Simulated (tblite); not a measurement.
Compound: C₃H₃Cl.
SMILES with atom numbers: `[Cl:1][CH:2]1[CH:3]=[CH:4]1` (hydrogens: H5 on C2; H6 on C3; H7 on C4)

Computed with GFN2-xTB (tblite), gas phase: Langevin dynamics at 600 K from the optimised GFN2-xTB geometry, time step 0.5 fs, friction 0.01 fs⁻¹, 2000 steps. The instantaneous temperature is 2·E(kin)/(3Nk) with all 3N coordinates.

```json
{"t (fs)": "0", "T (K)": "485", "E(pot) above start (eV)": "0.000", "Cl1–C2 (Å)": "1.788", "C2–C3 (Å)": "1.482", "C3=C4 (Å)": "1.305", "C2–C4 (Å)": "1.482", "C2–H5 (Å)": "1.081"}
{"t (fs)": "25", "T (K)": "343", "E(pot) above start (eV)": "0.309", "Cl1–C2 (Å)": "1.806", "C2–C3 (Å)": "1.487", "C3=C4 (Å)": "1.301", "C2–C4 (Å)": "1.454", "C2–H5 (Å)": "1.073"}
{"t (fs)": "50", "T (K)": "389", "E(pot) above start (eV)": "0.409", "Cl1–C2 (Å)": "1.813", "C2–C3 (Å)": "1.478", "C3=C4 (Å)": "1.328", "C2–C4 (Å)": "1.534", "C2–H5 (Å)": "1.119"}
{"t (fs)": "75", "T (K)": "678", "E(pot) above start (eV)": "0.335", "Cl1–C2 (Å)": "1.832", "C2–C3 (Å)": "1.508", "C3=C4 (Å)": "1.299", "C2–C4 (Å)": "1.478", "C2–H5 (Å)": "1.092"}
{"t (fs)": "100", "T (K)": "659", "E(pot) above start (eV)": "0.307", "Cl1–C2 (Å)": "1.773", "C2–C3 (Å)": "1.507", "C3=C4 (Å)": "1.300", "C2–C4 (Å)": "1.469", "C2–H5 (Å)": "1.018"}
{"t (fs)": "125", "T (K)": "712", "E(pot) above start (eV)": "0.403", "Cl1–C2 (Å)": "1.782", "C2–C3 (Å)": "1.404", "C3=C4 (Å)": "1.337", "C2–C4 (Å)": "1.556", "C2–H5 (Å)": "1.073"}
{"t (fs)": "150", "T (K)": "686", "E(pot) above start (eV)": "0.277", "Cl1–C2 (Å)": "1.807", "C2–C3 (Å)": "1.485", "C3=C4 (Å)": "1.304", "C2–C4 (Å)": "1.471", "C2–H5 (Å)": "1.103"}
{"t (fs)": "175", "T (K)": "552", "E(pot) above start (eV)": "0.368", "Cl1–C2 (Å)": "1.842", "C2–C3 (Å)": "1.484", "C3=C4 (Å)": "1.303", "C2–C4 (Å)": "1.426", "C2–H5 (Å)": "1.038"}
{"t (fs)": "200", "T (K)": "435", "E(pot) above start (eV)": "0.504", "Cl1–C2 (Å)": "1.866", "C2–C3 (Å)": "1.413", "C3=C4 (Å)": "1.372", "C2–C4 (Å)": "1.539", "C2–H5 (Å)": "1.042"}
{"t (fs)": "225", "T (K)": "385", "E(pot) above start (eV)": "0.511", "Cl1–C2 (Å)": "1.751", "C2–C3 (Å)": "1.577", "C3=C4 (Å)": "1.335", "C2–C4 (Å)": "1.418", "C2–H5 (Å)": "1.101"}
{"t (fs)": "250", "T (K)": "649", "E(pot) above start (eV)": "0.381", "Cl1–C2 (Å)": "1.771", "C2–C3 (Å)": "1.542", "C3=C4 (Å)": "1.272", "C2–C4 (Å)": "1.513", "C2–H5 (Å)": "1.106"}
{"t (fs)": "275", "T (K)": "726", "E(pot) above start (eV)": "0.326", "Cl1–C2 (Å)": "1.797", "C2–C3 (Å)": "1.440", "C3=C4 (Å)": "1.265", "C2–C4 (Å)": "1.578", "C2–H5 (Å)": "1.041"}
{"t (fs)": "300", "T (K)": "679", "E(pot) above start (eV)": "0.280", "Cl1–C2 (Å)": "1.763", "C2–C3 (Å)": "1.582", "C3=C4 (Å)": "1.324", "C2–C4 (Å)": "1.498", "C2–H5 (Å)": "1.101"}
{"t (fs)": "325", "T (K)": "593", "E(pot) above start (eV)": "0.261", "Cl1–C2 (Å)": "1.838", "C2–C3 (Å)": "1.570", "C3=C4 (Å)": "1.322", "C2–C4 (Å)": "1.458", "C2–H5 (Å)": "1.101"}
{"t (fs)": "350", "T (K)": "577", "E(pot) above start (eV)": "0.178", "Cl1–C2 (Å)": "1.843", "C2–C3 (Å)": "1.423", "C3=C4 (Å)": "1.298", "C2–C4 (Å)": "1.501", "C2–H5 (Å)": "1.101"}
{"t (fs)": "375", "T (K)": "387", "E(pot) above start (eV)": "0.548", "Cl1–C2 (Å)": "1.850", "C2–C3 (Å)": "1.477", "C3=C4 (Å)": "1.338", "C2–C4 (Å)": "1.470", "C2–H5 (Å)": "1.026"}
{"t (fs)": "400", "T (K)": "929", "E(pot) above start (eV)": "0.172", "Cl1–C2 (Å)": "1.823", "C2–C3 (Å)": "1.467", "C3=C4 (Å)": "1.317", "C2–C4 (Å)": "1.432", "C2–H5 (Å)": "1.085"}
{"t (fs)": "425", "T (K)": "428", "E(pot) above start (eV)": "0.308", "Cl1–C2 (Å)": "1.836", "C2–C3 (Å)": "1.454", "C3=C4 (Å)": "1.312", "C2–C4 (Å)": "1.495", "C2–H5 (Å)": "1.107"}
{"t (fs)": "450", "T (K)": "563", "E(pot) above start (eV)": "0.569", "Cl1–C2 (Å)": "1.773", "C2–C3 (Å)": "1.538", "C3=C4 (Å)": "1.296", "C2–C4 (Å)": "1.533", "C2–H5 (Å)": "1.009"}
{"t (fs)": "475", "T (K)": "913", "E(pot) above start (eV)": "0.349", "Cl1–C2 (Å)": "1.759", "C2–C3 (Å)": "1.578", "C3=C4 (Å)": "1.270", "C2–C4 (Å)": "1.547", "C2–H5 (Å)": "1.048"}
{"t (fs)": "500", "T (K)": "584", "E(pot) above start (eV)": "0.518", "Cl1–C2 (Å)": "1.879", "C2–C3 (Å)": "1.557", "C3=C4 (Å)": "1.271", "C2–C4 (Å)": "1.530", "C2–H5 (Å)": "1.150"}
{"t (fs)": "525", "T (K)": "563", "E(pot) above start (eV)": "0.510", "Cl1–C2 (Å)": "1.787", "C2–C3 (Å)": "1.427", "C3=C4 (Å)": "1.372", "C2–C4 (Å)": "1.493", "C2–H5 (Å)": "1.184"}
{"t (fs)": "550", "T (K)": "556", "E(pot) above start (eV)": "0.444", "Cl1–C2 (Å)": "1.804", "C2–C3 (Å)": "1.473", "C3=C4 (Å)": "1.333", "C2–C4 (Å)": "1.373", "C2–H5 (Å)": "1.088"}
{"t (fs)": "575", "T (K)": "564", "E(pot) above start (eV)": "0.427", "Cl1–C2 (Å)": "1.831", "C2–C3 (Å)": "1.433", "C3=C4 (Å)": "1.297", "C2–C4 (Å)": "1.440", "C2–H5 (Å)": "1.031"}
{"t (fs)": "600", "T (K)": "643", "E(pot) above start (eV)": "0.368", "Cl1–C2 (Å)": "1.837", "C2–C3 (Å)": "1.431", "C3=C4 (Å)": "1.315", "C2–C4 (Å)": "1.580", "C2–H5 (Å)": "1.094"}
{"t (fs)": "625", "T (K)": "536", "E(pot) above start (eV)": "0.344", "Cl1–C2 (Å)": "1.738", "C2–C3 (Å)": "1.577", "C3=C4 (Å)": "1.331", "C2–C4 (Å)": "1.467", "C2–H5 (Å)": "1.111"}
{"t (fs)": "650", "T (K)": "498", "E(pot) above start (eV)": "0.431", "Cl1–C2 (Å)": "1.792", "C2–C3 (Å)": "1.487", "C3=C4 (Å)": "1.277", "C2–C4 (Å)": "1.477", "C2–H5 (Å)": "1.138"}
{"t (fs)": "675", "T (K)": "700", "E(pot) above start (eV)": "0.158", "Cl1–C2 (Å)": "1.729", "C2–C3 (Å)": "1.481", "C3=C4 (Å)": "1.306", "C2–C4 (Å)": "1.522", "C2–H5 (Å)": "1.079"}
{"t (fs)": "700", "T (K)": "536", "E(pot) above start (eV)": "0.478", "Cl1–C2 (Å)": "1.906", "C2–C3 (Å)": "1.490", "C3=C4 (Å)": "1.334", "C2–C4 (Å)": "1.547", "C2–H5 (Å)": "1.062"}
{"t (fs)": "725", "T (K)": "833", "E(pot) above start (eV)": "0.366", "Cl1–C2 (Å)": "1.725", "C2–C3 (Å)": "1.502", "C3=C4 (Å)": "1.288", "C2–C4 (Å)": "1.476", "C2–H5 (Å)": "1.129"}
{"t (fs)": "750", "T (K)": "468", "E(pot) above start (eV)": "0.577", "Cl1–C2 (Å)": "1.919", "C2–C3 (Å)": "1.464", "C3=C4 (Å)": "1.282", "C2–C4 (Å)": "1.448", "C2–H5 (Å)": "1.124"}
{"t (fs)": "775", "T (K)": "624", "E(pot) above start (eV)": "0.254", "Cl1–C2 (Å)": "1.677", "C2–C3 (Å)": "1.470", "C3=C4 (Å)": "1.328", "C2–C4 (Å)": "1.488", "C2–H5 (Å)": "1.090"}
{"t (fs)": "800", "T (K)": "511", "E(pot) above start (eV)": "0.382", "Cl1–C2 (Å)": "1.940", "C2–C3 (Å)": "1.486", "C3=C4 (Å)": "1.340", "C2–C4 (Å)": "1.502", "C2–H5 (Å)": "1.106"}
{"t (fs)": "825", "T (K)": "722", "E(pot) above start (eV)": "0.281", "Cl1–C2 (Å)": "1.804", "C2–C3 (Å)": "1.557", "C3=C4 (Å)": "1.288", "C2–C4 (Å)": "1.453", "C2–H5 (Å)": "1.055"}
{"t (fs)": "850", "T (K)": "659", "E(pot) above start (eV)": "0.516", "Cl1–C2 (Å)": "1.734", "C2–C3 (Å)": "1.430", "C3=C4 (Å)": "1.286", "C2–C4 (Å)": "1.502", "C2–H5 (Å)": "1.038"}
{"t (fs)": "875", "T (K)": "565", "E(pot) above start (eV)": "0.390", "Cl1–C2 (Å)": "1.817", "C2–C3 (Å)": "1.439", "C3=C4 (Å)": "1.332", "C2–C4 (Å)": "1.471", "C2–H5 (Å)": "1.155"}
{"t (fs)": "900", "T (K)": "759", "E(pot) above start (eV)": "0.392", "Cl1–C2 (Å)": "1.789", "C2–C3 (Å)": "1.553", "C3=C4 (Å)": "1.339", "C2–C4 (Å)": "1.420", "C2–H5 (Å)": "1.146"}
{"t (fs)": "925", "T (K)": "788", "E(pot) above start (eV)": "0.674", "Cl1–C2 (Å)": "1.841", "C2–C3 (Å)": "1.494", "C3=C4 (Å)": "1.297", "C2–C4 (Å)": "1.527", "C2–H5 (Å)": "1.041"}
{"t (fs)": "950", "T (K)": "921", "E(pot) above start (eV)": "0.558", "Cl1–C2 (Å)": "1.783", "C2–C3 (Å)": "1.469", "C3=C4 (Å)": "1.281", "C2–C4 (Å)": "1.523", "C2–H5 (Å)": "0.998"}
{"t (fs)": "975", "T (K)": "930", "E(pot) above start (eV)": "0.469", "Cl1–C2 (Å)": "1.816", "C2–C3 (Å)": "1.540", "C3=C4 (Å)": "1.309", "C2–C4 (Å)": "1.458", "C2–H5 (Å)": "1.110"}
{"t (fs)": "1000", "T (K)": "780", "E(pot) above start (eV)": "0.693", "Cl1–C2 (Å)": "1.761", "C2–C3 (Å)": "1.506", "C3=C4 (Å)": "1.349", "C2–C4 (Å)": "1.454", "C2–H5 (Å)": "1.178"}
```

Question: From 500 fs on, how do temperature and potential energy compare with equipartition?

Answer: The mean temperature of these 21 frames is 654 K against the target 600 K, and the mean potential energy 0.44 eV against 15 × kT/2 = 0.39 eV for 15 classical harmonic modes. For 7 atoms in a canonical ensemble the temperature itself scatters by T·√(2/(3N)) = 185 K; here its standard deviation is 134 K. The whole run lasts only 10 friction times of 100 fs, so these averages carry a wide statistical error.

Question: What are the kinetic and total energies of the listed frame with the highest potential energy?

Answer: The one at 1000 fs, 0.693 eV above the start. Its kinetic energy is 3NkT/2 = 0.706 eV at 780 K, so the sum is 1.40 eV; over the listed frames the sum runs from 0.44 to 1.40 eV, since the thermostat adds and removes energy.

Question: How much do the listed bonds fluctuate from 500 fs on?

Answer: 
```csv
bond,at the start (Å),mean (Å),standard deviation (Å)
Cl1–C2,1.788,1.805,0.066
C2–C3,1.482,1.489,0.045
C3=C4,1.305,1.312,0.027
C2–C4,1.482,1.483,0.046
C2–H5,1.081,1.100,0.049
```

The motion is classical and holds no zero-point motion.

The cost below is that of the whole dynamics run. Cost: about 18 s of CPU time on one thread; the machine was shared, so the figure is rough.
